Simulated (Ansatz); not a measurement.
We consider zinc-blende HgS (metastable phase), described by PBE0-D3(BJ) (PAW; Ansatz, a program for electronic structure).

Run with plane-wave cutoff 460 eV, 8×8×8 k mesh, Fermi–Dirac smearing 0.01 eV, scalar-relativistic PAW data made under PBE.

Equation-of-state points:

```
V (Å³/atom)  E − E_lowest (meV/atom)
-----------  -----------------------
23.666                         15.82
24.289                          4.10
24.911                          0.00
25.489                          2.10
26.157                         10.70
```

### Question
Estimate the bulk modulus and its pressure derivative from these points.

### Answer
V0 = 24.974 Å³/atom, B0 = 67.0 GPa, B′ = 4.7 (fit to the energies at full precision).

Measured, for comparison: equilibrium volume per atom 24.91 Å³/atom (295 K, no zero-point or thermal correction; as tabulated in Cardona et al. (2009), arXiv:0908.2634). Computed (rounded) less measured: equilibrium volume per atom +0.2 %.

Spin–orbit coupling is not included; it can shift volumes and moduli of such heavy elements.

Computing time: very roughly 9 core-minutes.
